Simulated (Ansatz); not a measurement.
Ideal-gas functions of CH₂AlN (`[CH]1=[N][AlH]1`) at 500 K and 1 bar, from an Ansatz frequency run at PBE0-D4/def2-TZVP.

Molar mass 55.02 g/mol, point group Cs (symmetry number 1), electronic degeneracy 1, moments of inertia 12.541, 47.896, 60.437 u Å². Harmonic wavenumbers (cm⁻¹, unscaled): 354, 445, 672, 797, 803, 1186, 1499, 2015, 3012.

Use S(trans) = R[1.5 ln M + 2.5 ln T − 1.1517]; rotational temperatures θ = 24.2544 K / I; S(rot) = R[ln(√π/σ · √(T³/θAθBθC)) + 1.5]; for each mode x = 1.438777 ν̃/T, S = R[x/(eˣ − 1) − ln(1 − e⁻ˣ)] and H = RT x/(eˣ − 1); 1 cm⁻¹ = 0.0119627 kJ/mol; R = 8.31446 J/(mol·K).

By hand: the entropy, in J/(mol·K).

Translation 169.6. Rotation: θ = 1.934, 0.5064, 0.4013 K, giving 98.6. Vibration, mode by mode: 8.51, 6.80, 4.02, 3.02, 2.98, 1.25, 0.60, 0.17, 0.01, in all 27.4. Electronic 0.0. Sum 295.6 J/(mol·K).

By hand: H − E and G − E in kJ/mol, counted from the electronic energy.

Zero-point energy ½ × 10783 × 0.0119627 = 64.5; thermal vibration 8.7; translation, rotation and pV give 4 RT = 16.6. H − E = 89.8 kJ/mol, and G − E = 89.8 − 500 × 295.6/1000 = -58.0 kJ/mol.

Vibration gives 9 % of the entropy.
